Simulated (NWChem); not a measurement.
System: disulfur (S2, triplet); SMILES S=S

NWChem printed, in part:

```
             Northwest Computational Chemistry Package (NWChem) 7.3.0
             --------------------------------------------------------

 ORDER OF PRIMARY AXIS IS BEING SET TO 4
 D4H symmetry detected

                             Geometry "geometry" -> ""
                             -------------------------

 Output coordinates in angstroms (scale by  1.889725989 to convert to a.u.)

  No.       Tag          Charge          X              Y              Z
 ---- ---------------- ---------- -------------- -------------- --------------
    1 S                   16.0000     0.00000000     0.00000000     0.96338500
    2 S                   16.0000     0.00000000     0.00000000    -0.96338500

 Effective nuclear repulsion energy (a.u.)      70.3090538798

      Symmetry information
      --------------------

 Group name             D4h
 Group number             28
 Group order              16
 No. of unique centers     1

  pbe96 is a nonlocal functional; adding pw91lda local functional.

                                 NWChem DFT Module
                                 -----------------

 Summary of "ao basis" -> "ao basis" (spherical)
 ------------------------------------------------------------------------------
       Tag                 Description            Shells   Functions and Types
 ---------------- ------------------------------  ------  ---------------------
 S                          def2-svp                 8       18   4s3p1d

      Symmetry analysis of basis
      --------------------------

        a1g         8
        a1u         0
        a2g         0
        a2u         8
        b1g         1
        b1u         1
        b2g         1
        b2u         1
        eg          8
        eu          8

            General Information
            -------------------
          SCF calculation type: DFT
          Wavefunction type:  spin polarized.
          No. of atoms     :     2
          No. of electrons :    32
           Alpha electrons :    17
            Beta electrons :    15
          Charge           :     0
          Spin multiplicity:     3
          Use of symmetry is: on ; symmetry adaption is: on
          Maximum number of iterations: 150
          AO basis - number of functions:    36
                     number of shells:    16
          Convergence on energy requested:  1.00D-06
          Convergence on density requested:  1.00D-05
          Convergence on gradient requested:  5.00D-04

              XC Information
              --------------
          PerdewBurkeErnzerhof Exchange Functional  1.000
            Perdew 1991 LDA Correlation Functional  1.000 local
           PerdewBurkeErnz. Correlation Functional  1.000 non-local

             Grid Information
             ----------------
          Grid used for XC integration:  medium
          Radial quadrature: Mura-Knowles
          Angular quadrature: Lebedev.
          Tag              B.-S. Rad. Rad. Pts. Rad. Cut. Ang. Pts.
          ---              ---------- --------- --------- ---------
          S                   1.00       88           7.0       590
          Grid pruning is: on
          Number of quadrature shells:    88
          Spatial weights used:  Erf1

      Superposition of Atomic Density Guess
      -------------------------------------

 Sum of atomic energies:        -794.69463690

      Non-variational initial energy
      ------------------------------

 Total energy =    -794.846023
 1-e energy   =   -1239.000981
 2-e energy   =     373.845904
 HOMO         =      -0.180725
 LUMO         =      -0.180725

 !!!!!!!!!!!!!!!!!!!!!!!!!!!!!!!!!!!!!!!!!!!!!!!!!!!!!!!!!!!!!!!!!!!!!!
 Warning - the HOMO and LUMO are degenerate and you are using symmetry.
 This can lead to non-variational energies and poor convergence.
 Modify the initial guess, or use an open-shell wavefunction, or turn
 off symmetry.
 !!!!!!!!!!!!!!!!!!!!!!!!!!!!!!!!!!!!!!!!!!!!!!!!!!!!!!!!!!!!!!!!!!!!!!

   Symmetry analysis of molecular orbitals - initial alpha
   -------------------------------------------------------

 !! scf_movecs_sym_adapt:    4 vectors were symmetry contaminated

  Symmetry fudging

 !! scf_movecs_sym_adapt:    4 vectors were symmetry contaminated

  Numbering of irreducible representations:

     1 a1g         2 a1u         3 a2g         4 a2u         5 b1g
     6 b1u         7 b2g         8 b2u         9 eg         10 eu

  Orbital symmetries:

     1 a2u         2 a1g         3 a1g         4 a2u         5 a1g
     6 a2u         7 eu          8 eu          9 eg         10 eg
    11 a1g        12 a2u        13 a1g        14 eu         15 eu
    16 eg         17 eg         18 a2u        19 a1g        20 a2u
    21 a1g        22 eu         23 eu         24 b2g        25 b1g
    26 eu         27 eu

   Symmetry analysis of molecular orbitals - initial beta
   ------------------------------------------------------

 !! scf_movecs_sym_adapt:    4 vectors were symmetry contaminated

  Symmetry fudging

 !! scf_movecs_sym_adapt:    4 vectors were symmetry contaminated

  Numbering of irreducible representations:

     1 a1g         2 a1u         3 a2g         4 a2u         5 b1g
     6 b1u         7 b2g         8 b2u         9 eg         10 eu

  Orbital symmetries:

     1 a2u         2 a1g         3 a1g         4 a2u         5 a1g
     6 a2u         7 eu          8 eu          9 eg         10 eg
    11 a1g        12 a2u        13 a1g        14 eu         15 eu
    16 eg         17 eg         18 a2u        19 a1g        20 a2u
    21 a1g        22 eu         23 eu         24 b2g        25 b1g
    26 eu         27 eu

     ---------------------------------------------
      Total Density - Mulliken Population Analysis
     ---------------------------------------------

    Atom       Charge   Shell Charges
 -----------   ------   -------------------------------------------------------
    1 S   16    16.00   2.00  1.99  1.24  0.68  5.94  1.59  2.52  0.05
    2 S   16    16.00   2.00  1.99  1.24  0.68  5.94  1.59  2.52  0.05

     --------------------------------------------
      Spin Density - Mulliken Population Analysis
     --------------------------------------------

    Atom       Charge   Shell Charges
 -----------   ------   -------------------------------------------------------
    1 S   16     1.00   0.00  0.00  0.00  0.00  0.01  0.37  0.62  0.01
    2 S   16     1.00   0.00  0.00  0.00  0.00  0.01  0.37  0.62  0.01

   convergence    iter        energy       DeltaE   RMS-Dens  Diis-err
 ---------------- ----- ----------------- --------- --------- ---------
 d= 0,ls=0.0,diis     1   -795.7548276331 -8.66D+02  9.34D-03  6.95D-02
                                                     6.94D-03  6.09D-02
 d= 0,ls=0.0,diis     2   -795.7671343521 -1.23D-02  4.97D-03  2.05D-02
                                                     4.66D-03  1.61D-02
 d= 0,ls=0.0,diis     3   -795.7768144658 -9.68D-03  1.31D-03  3.44D-03
                                                     1.21D-03  2.72D-03
 d= 0,ls=0.0,diis     4   -795.7786733386 -1.86D-03  2.04D-04  2.99D-05
                                                     1.72D-04  2.04D-05
 d= 0,ls=0.0,diis     5   -795.7786887551 -1.54D-05  5.24D-06  8.86D-08
                                                     2.04D-05  2.09D-07
 d= 0,ls=0.0,diis     6   -795.7786888556 -1.00D-07  1.30D-06  6.50D-10
                                                     1.55D-06  5.74D-10

         Total DFT energy =     -795.778688855580
      One electron energy =    -1239.056636812685
           Coulomb energy =      423.954921350965
    Exchange-Corr. energy =      -50.986027273629
 Nuclear repulsion energy =       70.309053879769

 Numeric. integr. density =       32.000000391218

                  Occupations of the irreducible representations
                  ----------------------------------------------

                     irrep           alpha         beta
                     --------     --------     --------
                     a1g               5.0          5.0
                     a1u               0.0          0.0
                     a2g               0.0          0.0
                     a2u               4.0          4.0
                     b1g               0.0          0.0
                     b1u               0.0          0.0
                     b2g               0.0          0.0
                     b2u               0.0          0.0
                     eg                4.0          2.0
                     eu                4.0          4.0

                    DFT Final Alpha Molecular Orbital Analysis
                    ------------------------------------------

 Vector   15  Occ=1.000000D+00  E=-3.315745D-01  Symmetry=eu
              MO Center=  4.8D-16, -2.9D-15,  2.6D-14, r^2= 2.0D+00
   Bfn.  Coefficient  Atom+Function         Bfn.  Coefficient  Atom+Function
  ----- ------------  ---------------      ----- ------------  ---------------
    12      0.401264  1 S  py                30      0.401264  2 S  py
     9      0.330133  1 S  py                27      0.330133  2 S  py
     6      0.186523  1 S  py                24      0.186523  2 S  py
    15     -0.049661  1 S  d -1              33      0.049661  2 S  d -1

 Vector   16  Occ=1.000000D+00  E=-2.090235D-01  Symmetry=eg
              MO Center=  6.3D-16, -4.9D-16, -1.7D-15, r^2= 2.5D+00
   Bfn.  Coefficient  Atom+Function         Bfn.  Coefficient  Atom+Function
  ----- ------------  ---------------      ----- ------------  ---------------
    11      0.534712  1 S  px                29     -0.534712  2 S  px
     8      0.365062  1 S  px                26     -0.365062  2 S  px
     5      0.201611  1 S  px                23     -0.201611  2 S  px
    17     -0.031686  1 S  d  1              35     -0.031686  2 S  d  1

 Vector   17  Occ=1.000000D+00  E=-2.090235D-01  Symmetry=eg
              MO Center= -4.0D-15, -1.4D-13, -3.0D-14, r^2= 2.5D+00
   Bfn.  Coefficient  Atom+Function         Bfn.  Coefficient  Atom+Function
  ----- ------------  ---------------      ----- ------------  ---------------
    12      0.534712  1 S  py                30     -0.534712  2 S  py
     9      0.365062  1 S  py                27     -0.365062  2 S  py
     6      0.201611  1 S  py                24     -0.201611  2 S  py
    15      0.031686  1 S  d -1              33      0.031686  2 S  d -1

 Vector   18  Occ=0.000000D+00  E=-3.148074D-02  Symmetry=a2u
              MO Center=  2.5D-17,  4.2D-15, -2.2D-15, r^2= 2.8D+00
   Bfn.  Coefficient  Atom+Function         Bfn.  Coefficient  Atom+Function
  ----- ------------  ---------------      ----- ------------  ---------------
    13      0.913241  1 S  pz                31      0.913241  2 S  pz
     4     -0.496759  1 S  s                 22      0.496759  2 S  s
    10      0.335923  1 S  pz                28      0.335923  2 S  pz
     3     -0.287791  1 S  s                 21      0.287791  2 S  s
     7      0.185846  1 S  pz                25      0.185846  2 S  pz

 Vector   19  Occ=0.000000D+00  E= 2.370148D-01  Symmetry=a1g
              MO Center= -2.9D-16,  4.1D-16,  9.6D-16, r^2= 2.7D+00
   Bfn.  Coefficient  Atom+Function         Bfn.  Coefficient  Atom+Function
  ----- ------------  ---------------      ----- ------------  ---------------
     3      1.241633  1 S  s                 21      1.241633  2 S  s
     4     -1.038742  1 S  s                 22     -1.038742  2 S  s
     2     -0.304660  1 S  s                 20     -0.304660  2 S  s
    16      0.281906  1 S  d  0              34      0.281906  2 S  d  0
    13      0.154624  1 S  pz                31     -0.154624  2 S  pz

 Vector   20  Occ=0.000000D+00  E= 3.692589D-01  Symmetry=a2u
              MO Center=  2.1D-14,  6.6D-13, -4.6D-15, r^2= 4.0D+00
   Bfn.  Coefficient  Atom+Function         Bfn.  Coefficient  Atom+Function
  ----- ------------  ---------------      ----- ------------  ---------------
     4      2.262350  1 S  s                 22     -2.262350  2 S  s
     3     -1.580702  1 S  s                 21      1.580702  2 S  s
    13     -0.530821  1 S  pz                31     -0.530821  2 S  pz
     2      0.353591  1 S  s                 20     -0.353591  2 S  s
    10     -0.160218  1 S  pz                28     -0.160218  2 S  pz

                     DFT Final Beta Molecular Orbital Analysis
                     -----------------------------------------

 Vector   13  Occ=1.000000D+00  E=-3.399489D-01  Symmetry=a1g
              MO Center= -1.1D-15,  5.0D-16, -6.3D-16, r^2= 2.7D+00
   Bfn.  Coefficient  Atom+Function         Bfn.  Coefficient  Atom+Function
  ----- ------------  ---------------      ----- ------------  ---------------
    10      0.349502  1 S  pz                28     -0.349502  2 S  pz
    13      0.342915  1 S  pz                31     -0.342915  2 S  pz
     4      0.214859  1 S  s                 22      0.214859  2 S  s
     7      0.194503  1 S  pz                25     -0.194503  2 S  pz
     3      0.167496  1 S  s                 21      0.167496  2 S  s

 Vector   14  Occ=1.000000D+00  E=-2.956308D-01  Symmetry=eu
              MO Center=  9.3D-16, -6.2D-16,  7.1D-17, r^2= 2.0D+00
   Bfn.  Coefficient  Atom+Function         Bfn.  Coefficient  Atom+Function
  ----- ------------  ---------------      ----- ------------  ---------------
    11      0.339837  1 S  px                29      0.339837  2 S  px
     8      0.263116  1 S  px                26      0.263116  2 S  px
    12     -0.228341  1 S  py                30     -0.228341  2 S  py
     9     -0.176791  1 S  py                27     -0.176791  2 S  py
     5      0.151122  1 S  px                23      0.151122  2 S  px

 Vector   15  Occ=1.000000D+00  E=-2.956308D-01  Symmetry=eu
              MO Center=  5.7D-17,  5.1D-16,  2.6D-15, r^2= 2.0D+00
   Bfn.  Coefficient  Atom+Function         Bfn.  Coefficient  Atom+Function
  ----- ------------  ---------------      ----- ------------  ---------------
    12      0.339837  1 S  py                30      0.339837  2 S  py
     9      0.263116  1 S  py                27      0.263116  2 S  py
    11      0.228341  1 S  px                29      0.228341  2 S  px
     8      0.176791  1 S  px                26      0.176791  2 S  px
     6      0.151122  1 S  py                24      0.151122  2 S  py

 Vector   16  Occ=0.000000D+00  E=-1.621797D-01  Symmetry=eg
              MO Center= -2.4D-14, -4.2D-14, -3.0D-15, r^2= 2.5D+00
   Bfn.  Coefficient  Atom+Function         Bfn.  Coefficient  Atom+Function
  ----- ------------  ---------------      ----- ------------  ---------------
    12      0.472023  1 S  py                30     -0.472023  2 S  py
     9      0.309870  1 S  py                27     -0.309870  2 S  py
    11      0.270991  1 S  px                29     -0.270991  2 S  px
     8      0.177899  1 S  px                26     -0.177899  2 S  px
     6      0.172672  1 S  py                24     -0.172672  2 S  py

 Vector   17  Occ=0.000000D+00  E=-1.621797D-01  Symmetry=eg
              MO Center= -7.3D-16,  1.7D-15, -1.5D-15, r^2= 2.5D+00
   Bfn.  Coefficient  Atom+Function         Bfn.  Coefficient  Atom+Function
  ----- ------------  ---------------      ----- ------------  ---------------
    11      0.472023  1 S  px                29     -0.472023  2 S  px
     8      0.309870  1 S  px                26     -0.309870  2 S  px
    12     -0.270991  1 S  py                30      0.270991  2 S  py
     9     -0.177899  1 S  py                27      0.177899  2 S  py
     5      0.172672  1 S  px                23     -0.172672  2 S  px

[...]
```

Level: PBE/def2-SVP, spin-unrestricted. Structure relaxed at the B3LYP/6-31G* (spherical d), spin-unrestricted level. No stability test was run on the SCF state.

**Question.** Write an input that gives this output.

**Answer.** Several could match; the one computed here: the input that was run:
```
start job
memory heap 200 mb stack 900 mb global 1100 mb
geometry units angstroms noautoz
  S      0.000000     0.000000     0.963385
  S      0.000000     0.000000    -0.963385
end
basis spherical
  * library def2-svp
end
dft
  odft
  mult 3
  xc xpbe96 cpbe96
  iterations 150
  mulliken
end
task dft energy
```
